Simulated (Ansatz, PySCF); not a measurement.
This Ansatz (an electronic-structure program) input computes a CCSD(T)/cc-pVDZ energy:

Ansatz 0.2 input:
```yaml
crystal:
  periodic: [false, false, false]
  atoms:
    - {symbol: C, position_ang: [0.00227663, 1.20322040, 0.44486336]}
    - {symbol: C, position_ang: [-0.00323775, -1.10658101, 0.32114868]}
    - {symbol: C, position_ang: [0.75429655, 0.05058455, -0.25644294]}
    - {symbol: C, position_ang: [-0.75323020, 0.05431008, -0.25880444]}
    - {symbol: H, position_ang: [0.00551906, 2.07512735, -0.24949554]}
    - {symbol: H, position_ang: [-0.00521134, -1.21291184, 1.41329693]}
    - {symbol: H, position_ang: [-0.00467620, -2.04349842, -0.23866461]}
    - {symbol: H, position_ang: [1.26715092, -0.01708750, -1.21288037]}
    - {symbol: H, position_ang: [-1.26341383, -0.01083375, -1.21684443]}
basis:
  gaussian:
    orbitals: cc-pVDZ
total_charge: -1
magnetization: {spin_polarized: false}
correlation: {method: ccsd_t, electrons: outside_noble_gas}
```

Problem. Write an input for the same energy in PySCF and say what it gives.

Solution. 
```python
from pyscf import gto, scf, mp, cc as ccmod

mol = gto.M(
    atom='''
    C     0.00227663    1.20322040    0.44486336
    C    -0.00323775   -1.10658101    0.32114868
    C     0.75429655    0.05058455   -0.25644294
    C    -0.75323020    0.05431008   -0.25880444
    H     0.00551906    2.07512735   -0.24949554
    H    -0.00521134   -1.21291184    1.41329693
    H    -0.00467620   -2.04349842   -0.23866461
    H     1.26715092   -0.01708750   -1.21288037
    H    -1.26341383   -0.01083375   -1.21684443
    ''',
    basis='cc-pvdz',
    charge=-1,
    spin=0,
    verbose=4,
)

mf = scf.RHF(mol)
mf.conv_tol = 1e-10
mf.max_cycle = 100
mf.kernel()
mp2 = mp.MP2(mf, frozen=4).run()
cc = ccmod.CCSD(mf, frozen=4)
cc.max_cycle = 100
cc.kernel()
et = cc.ccsd_t()
print(f'E(CCSD(T)) = {cc.e_tot + et:.9f}')
```
It gives -154.80367 Eh, and Ansatz -154.80367 Eh, a difference of 0.00 mEh.

It need not be the lowest isomer of its formula. Whether it binds its extra electron was not tested at this geometry.
